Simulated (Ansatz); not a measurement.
System: fcc Pt. Method: PBE (Ansatz, a first-principles code, plane waves, PAW).

Numerical settings: plane-wave cutoff 520 eV, 28×28×28 k mesh, Fermi–Dirac smearing 0.051 eV (set by the program), scalar-relativistic PAW data made under PBE.

The cell has the measured lattice: a = b = c = 3.9236 Å, α = β = γ = 90.00°.

Question: Give the computed elastic constant C44, Young modulus, Voigt–Reuss–Hill bulk modulus, Poisson ratio, elastic constant C11 and elastic constant C12.

Answer: 
* **elastic constant C44**: 79.1 GPa
* **Young modulus**: 185 GPa
* **Voigt–Reuss–Hill bulk modulus**: 299 GPa
* **Poisson ratio**: 0.397
* **elastic constant C11**: 367 GPa
* **elastic constant C12**: 265 GPa

Measured, for comparison: elastic constant C44 77.4 GPa, elastic constant C11 358 GPa, elastic constant C12 254 GPa (0 K, low-temperature values given for 0 K; zero-point effects included; as tabulated in Li et al. (2021), arXiv:2102.01972). Computed (rounded) less measured: elastic constant C44 +2 %, elastic constant C11 +3 %, elastic constant C12 +4 %.

Note: the cell isn't this level's own, so it is under some stress, which shifts stiffness and frequencies.

Elastic constants are with the ions relaxed.

Spin–orbit coupling is not included.

It cost very roughly 2.5 core-minutes of CPU time.
